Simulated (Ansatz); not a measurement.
Molecule: C$_{3}$H$_{3}$, net charge 0, doublet state. It need not be the lowest isomer of its formula. SMILES: [C]1=CC1
Geometry: optimised at B3LYP-D3(BJ)/def2-TZVP (Ansatz, an electronic-structure program).

Parts of the frozen-core correlation energy in aug-cc-pVDZ (Ansatz, hartree). Frozen orbitals: 3; correlated occupied orbitals by spin: 8 and 7; virtual: 85 and 86. UHF or UKS for open shells. No spin-orbit coupling. Non-relativistic.

```csv
term,value
reference (HF),-115.18863
MP2 opposite-spin,(withheld)
MP2 same-spin,-0.09506
CCSD correlation,(withheld)
(T),(withheld)
T1 diagnostic,0.034
largest doubles amplitude,0.066
<S^2> of the reference,0.888
```

### Question
Fill in the missing entries.

### Answer

- MP2 opposite-spin, value: -0.28338
- CCSD correlation, value: -0.41282
- (T), value: -0.01864
